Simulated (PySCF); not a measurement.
Members of the series CXY, Y = methyl; each row names its spin state. All species are isolated molecules in the gas phase. One relaxed conformer stands for each flexible species; it need not be the lowest. Strings in code marks are SMILES.

The dipole moment from two functionals at the same geometries (B3LYP-D3(BJ)/def2-TZVP), both in PySCF: PBE-D3(BJ)/def2-TZVP and B3LYP-D3(BJ)/def2-TZVP. B3LYP has the VWN-RPA correlation part, as in Gaussian. 

```csv
species,PBE-D3(BJ)/def2-TZVP (D),B3LYP-D3(BJ)/def2-TZVP (D)
"X = methyl, multiplicity 3 (`C[C]C` (near-degenerate triplet))",0.79,0.77
"X = chloro, multiplicity 3 (`C[C]Cl` (triplet; the order of the spin states depends on the level))",1.36,1.38
"X = amino, multiplicity 1 (`C[C]N` (lower singlet))",2.66,2.72
"X = cyano, multiplicity 3 (`C[C]C#N` (lower triplet))",4.55,4.53
"X = ethynyl, multiplicity 3 (`C#C[C]C` (lower triplet))",1.44,1.37
"X = isocyano, multiplicity 3 (`[C]([N+]#[C-])C` (near-degenerate triplet))",4.12,3.96
```

Over these rows, drawn at random from the members with no instability flagged (it was tested for open shells, ions and some series alone), PBE minus B3LYP-D3(BJ): mean +0.03 D, from -0.06 D to +0.16 D.
